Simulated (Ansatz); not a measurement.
The same path of H3P + H4Si (9 atoms, charge 0, multiplicity 1) was run twice with different band settings. Lost on the way: Si1–H2, P6–H9. Made: Si1–P6, H2–H9.

All numbers below come from RKS r2SCAN/def2-mTZVP (Ansatz).

Relaxed end points:

```xyz
9
Properties=species:S:1:pos:R:3
Si 0.640 -0.047 -0.251
H 1.004 -0.037 1.190
H 1.857 0.186 -1.072
H -0.353 1.027 -0.517
H 0.047 -1.364 -0.602
P -3.302 0.229 1.525
H -2.969 -0.641 0.445
H -3.764 -0.843 2.344
H -1.985 0.178 2.071
```

```xyz
9
Properties=species:S:1:pos:R:3
Si -0.605 -0.183 -0.667
H 0.488 0.318 3.303
H 0.614 0.072 0.145
H -0.656 0.804 -1.778
H -0.517 -1.552 -1.247
P -2.417 0.153 0.653
H -3.336 -0.432 -0.268
H -2.250 -1.057 1.391
H -0.145 0.565 3.601
```

Common settings: movable images 5; climbing image yes; optimiser quadratic models (default); start path through a guess of the saddle point; force threshold 0.05 eV/Å; iteration limit 60; end points relaxed.

| run | spring |
| --- | --- |
| 1 | 5.0 eV/Å² |
| 2 | 2.0 to 10.0 eV/Å², energy-weighted |

(1) What does each run give, and how far can it be trusted?

## Answers

(1) Run 1: converged after 30 iterations, highest image 2.968 eV above the first end. Neighbouring images differ by up to 2.9 eV, so the band resolves the path poorly. A vibrational analysis at the climbing image gives one clearly imaginary mode, 1526i cm⁻¹: a first-order saddle point.
Run 2: converged after 29 iterations, highest image 2.968 eV above the first end. Neighbouring images differ by up to 1.8 eV, so the band resolves the path poorly. Another band between the same ends (5 images) ends at a top of the same energy, where a vibrational analysis finds 1 clearly imaginary mode.
The orbitals stay closed-shell, which can raise the energy where a bond breaks towards radicals; this wasn't checked here.
